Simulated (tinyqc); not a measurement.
Worked calculation: extended Hueckel theory, for PH2. One step of it, computed by the program tinyqc.

Task: Mulliken analysis. P = C n C^T; charge = valence electrons (H 1, P 5) minus the sum of (P S)_ii on the atom; overlap population = 2 sum P_ij S_ij between two atoms.

coefficients:
```
             MO1        MO2        MO3       MO4        MO5        MO6
1P 3s   0.665807   0.000000  -0.477388  0.000000   0.000000   1.049659
1P 3px  0.000000   0.000000   0.000000  1.000000   0.000000   0.000000
1P 3py  0.000000   0.611154   0.000000  0.000000   1.102057   0.000000
1P 3pz  0.087797   0.000000   0.814146  0.000000   0.000000   0.982860
2H 1s   0.289391   0.376071   0.143922  0.000000  -0.864623  -0.991974
3H 1s   0.289391  -0.376071   0.143922  0.000000   0.864623  -0.991974
```

occupations: 2.000000  2.000000  2.000000  1.000000  0.000000  0.000000

overlap S, lower triangle:
```
           1P 3s    1P 3px     1P 3py    1P 3pz     2H 1s     3H 1s
1P 3s   1.000000
1P 3px  0.000000  1.000000
1P 3py  0.000000  0.000000   1.000000
1P 3pz  0.000000  0.000000   0.000000  1.000000
2H 1s   0.421353  0.000000   0.406650  0.382366  1.000000
3H 1s   0.421353  0.000000  -0.406650  0.382366  0.106844  1.000000
```

Give: charges; Overlap populations.

Result:

charges: 1P -0.231, 2H 0.116, 3H 0.116

Overlap populations:

| pair | value |
|---|---|
| 2-1 | 0.800870 |
| 3-1 | 0.800870 |
| 3-2 | -0.015800 |
